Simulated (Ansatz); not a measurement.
## Which is lower?

Two relaxed structures of H$_{3}$SO (charge +1), singlet (PBE0-D4/def2-TZVP; forces vanish, vibrations not checked).

A:

O1  (0.421, -0.830, 0.338)
S2  (-0.457, 0.440, -0.012)
H3  (-0.002, -1.353, 1.042)
H4  (-0.469, 0.345, -1.368)
H5  (0.508, 1.397, 0.000)
(Å)

B:

O1  (0.584, -0.760, 0.544)
S2  (-0.341, 0.439, -0.356)
H3  (0.066, -1.279, 1.188)
H4  (1.166, -1.323, -0.001)
H5  (0.333, 1.450, 0.229)
(Å)

Ansatz 0.2.0; basis: def2-TZVPP; cores frozen in the correlated methods. B3LYP uses VWN-RPA correlation.

Problem. Which structure is lower at CCSD(T), and by how much? (To be estimated.)

Solution. By the calculation: A, by 7.05 kcal/mol (electronic energy, against the other). By their contacts, A is H₃SO ([OH][SH2]), total charge +1 and B is H₃SO ([OH2][SH]), total charge +1.

All methods give the same order:

| method | E(B) − E(A) (kcal/mol) |
| --- | --- |
| PBE-D4 | 9.91 |
| r2SCAN-D4 | 11.07 |
| PBE0-D4 | 9.34 |
| B3LYP-D4 | 7.89 |
| wB97M-V | 6.58 |
| HF | 6.54 |
| MP2 | 8.44 |
| CCSD | 6.62 |
| CCSD(T) | 7.05 |

No T1 diagnostic of these runs exceeds 0.013.

Labels in which every atom is bracketed show which atoms are joined, not bond orders.

For scale, one of the runs: CCSD(T)/def2-TZVPP, 115 basis functions, launched by `ansatz run in.yaml --threads 2 --pin off --events-out ev --progress --plain --max-ram 4352MiB`. Hardware: 2 CPU threads of an AMD EPYC, shared host. Wall time about 9 s.
